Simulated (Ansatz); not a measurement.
Ansatz (a quantum-chemistry and plane-wave program) input (MP2/def2-TZVPP): A basis named .json is the Basis Set Exchange file of that set (core-valence sets with the plain set on hydrogen).

Ansatz 0.2 input:
```yaml
crystal:
  periodic: [false, false, false]
  atoms:
    - {symbol: O, position_ang: [0.02204159, 1.10436371, -0.00118827]}
    - {symbol: H, position_ang: [-0.92327012, 1.31460394, 0.01604549]}
    - {symbol: Cl, position_ang: [0.04393750, -0.59703021, -0.00038467]}
basis:
  gaussian:
    orbitals: def2-TZVPP
    fitting: {mean_field: def2-universal-jkfit, correlation: def2-SVP-RIFIT.json}
magnetization: {spin_polarized: false}
correlation: {method: mp2, electrons: outside_noble_gas}
```

Output:

```
Functional definition: HF
integrals: 0.01 GiB planned
223 factors; integrals over basis functions are off by at most 1.4e0 eV
124 factors; integrals over basis functions are off by at most 1.4e1 eV
mean field: 0.11 GiB planned
mean field evaluation 1: about -14554.9038 eV, gradient 2.3e1 eV
mean field evaluation 2: about -14555.5563 eV, gradient 1.2e1 eV
mean field evaluation 4: about -14555.8052 eV, gradient 6.4e-1 eV
mean field evaluation 8: about -14555.8067 eV, gradient 2.2e-6 eV
mean field -14555.80672891 eV, -534.9160310075 hartree, gradient 2.2e-6 eV, S^2 0.000000; 0 other end points of the search recorded, 0 dependent functions left out
6 core orbitals not correlated
reference -14555.80672891 eV, -534.9160310075 hartree; 7, 7 occupied and 74, 74 virtual orbitals, 124 factors
second order -12.04405801 eV of doubles, -0.00000000 eV of singles
Total energy: -14567.85078692 eV, -535.3586419755 hartree
```
